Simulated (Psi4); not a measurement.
# CHClF2 (difluorochloromethane) at B3LYP/6-31G(d) (spherical functions)

Wanted: energy and gradient of CHClF2 (difluorochloromethane). 

The results are computed with Psi4 1.11.

3 further runs of the same task are left out: 3 set aside as unsound or not needed.

## (1) The system as given

CHClF2: 5 atoms, total charge 0, spin state singlet. SMILES: `FC(F)Cl`. Geometry: relaxed at PBE0-D4/def2-TZVP.

Bond lengths: F1–C2 1.334 Å, C2–F3 1.334 Å, C2–Cl4 1.763 Å, C2–H5 1.090 Å. Angles: F1–C2–F3 108.3°, F1–C2–Cl4 109.7°, F3–C2–Cl4 109.7°, F1–C2–H5 110.0°, F3–C2–H5 110.0°, Cl4–C2–H5 109.0°.

## (2) Energy and forces at B3LYP/6-31G(d) (spherical functions)

calc.in

```
memory 1.6 GB

molecule {
  0 1
  F      0.038900    -0.568100     1.222300
  C      0.109400     0.023600     0.028300
  F      0.844200    -0.745900    -0.776900
  Cl    -1.511000     0.208900    -0.640800
  H      0.568600     1.007800     0.125800
  symmetry c1
}

set {
  basis                6-31G*
  puream               true
  e_convergence        1e-09
  d_convergence        1e-08
  scf_type             pk
  dft_radial_points    99
  dft_spherical_points 590
}

energy_value, wavefunction = gradient("b3lyp", return_wfn=True)
oeprop(wavefunction, "LOWDIN_CHARGES", "MULLIKEN_CHARGES", "QUADRUPOLE", title="B3LYP")
print_variables()
```

The run is started by

```
$ psi4 -n 1 calc.in calc.out
```

Q: Predict the results. Wanted: total energy; dipole moment; HOMO energy; LUMO energy; HOMO–LUMO gap; largest force on an atom.

Answer, from the run:

Level: B3LYP/6-31G* (spherical functions).

| quantity | value |
| --- | --- |
| total energy | -698.56533 Eh |
| dipole moment | 1.40 D |
| HOMO energy | -9.12 eV |
| LUMO energy | 0.46 eV |
| HOMO–LUMO gap | 9.57 eV |
| largest force on an atom | 0.677 eV/Å |

What this shows: Mulliken charges run from -0.26 on F1 to +0.40 on C2; they depend strongly on the basis. The largest force is 0.68 eV/Å: the shape isn't a stationary point for this species at this level.
